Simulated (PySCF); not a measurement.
How methods differ on the ionisation energy of S

S [Ne] 3s2 3p4 (3P) → S⁺ [Ne] 3s2 3p3 (4S), as a difference of total energies. Calculation: PySCF 2.14, in aug-cc-pwCVDZ; the non-relativistic Hamiltonian (point nucleus). Correlated levels: valence: [Ne] frozen. The calculations carry no spin-orbit coupling.

| method | ionisation energy (eV) |
| --- | --- |
| UHF | 9.223 |
| MP2 (valence) | 9.776 |
| SCS-MP2 (valence) | 9.810 |
| CCSD (valence) | 9.806 |
| CCSD(T) (valence) | 9.830 |
| CCSDT (valence) | 9.835 |

**Question.** How much does correlation contribute at CCSD(T) (valence)?

**Answer.** 9.830 − (9.223) = 0.607 eV, measured against UHF.

A first-order spin-orbit estimate (lowest level to lowest level, LS coupling) adds 0.023 eV.

Errors of the correlated levels include the incompleteness of this basis and the frozen core.

For comparison: 10.360 eV (measured; NIST Atomic Spectra Database, ionization energies).
